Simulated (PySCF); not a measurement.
**Simulated absorption spectrum**

Species: C3H7NO.
SMILES: `CCC(N)=O`

The calculation used TDDFT CAM-B3LYP/def2-SVPD, vertical, gas phase, core orbitals frozen in the response in PySCF. Isolated species at its GFN2-xTB geometry (one conformer only). Torsions of this conformer, `[CH3:1][CH2:2][C:3]([NH2:4])=[O:5]`: C1–C2–C3–N4 180°, H–N4–C3–C2 0°, H–N4–C3–C2 180°.

Broadening: Gaussians 0.4 eV wide at half height, area fixed by f = 4.319×10⁻⁹ ∫ε dν̃. The cross-section is σ = 3.8235×10⁻²¹ ε cm², given in Mb (10⁻¹⁸ cm²). The width is an assumption, not a result. The curve ends short of the highest state used, and states not computed would add to its high-energy end.

```csv
E (eV),σ (Mb)
5.20,0.00
5.32,0.00
5.44,0.01
5.55,0.02
5.67,0.04
5.79,0.05
5.91,0.04
6.02,0.02
6.14,0.01
6.26,0.00
6.38,0.00
6.49,0.00
6.61,0.05
6.73,0.38
6.85,1.80
6.96,4.82
7.08,8.99
7.20,11.75
7.32,15.43
7.43,24.00
7.55,33.81
7.67,31.71
7.79,19.32
7.90,10.68
```

Question: Locate the maxima and give the states behind the curve.

Answer: 214 nm (5.80 eV), ε about 13, made up of S1 (100%); 163 nm (7.59 eV), ε about 9100, made up of S4 (99%) (ε in L mol⁻¹ cm⁻¹; maxima over ε = 5, shares over 10%). The states used: S1 5.80 eV (f 0.0002); S2 7.15 eV (f 0.026); S3 7.18 eV (f 0.012); S4 7.60 eV (f 0.133); S5 8.12 eV (f 0.032); S6 8.36 eV (f 0.0025); S7 8.47 eV (f 0.073); S8 8.50 eV (f 0.0005).

Question: What would ε be at 7.59 eV, the highest of these maxima, with half the width (0.2 eV)?

Answer: About 17900 L mol⁻¹ cm⁻¹ against 9100, a factor of about 1.97; a lone state at its own centre would give exactly 2.

Question: On this curve, what absorbance would a 10⁻⁵ mol/L sample give at 222 nm over a 1 cm path?

Answer: 222 nm is 5.585 eV, where ε is about 5.7 L mol⁻¹ cm⁻¹, so A = ε c l ≈ 5.7e-05 (Beer–Lambert, with the gas-phase spectrum and the assumed width).

Question: Coming from long wavelengths, where does ε first pass 100 L mol⁻¹ cm⁻¹?

Answer: At about 184 nm (6.73 eV), 0.93 eV above S1.
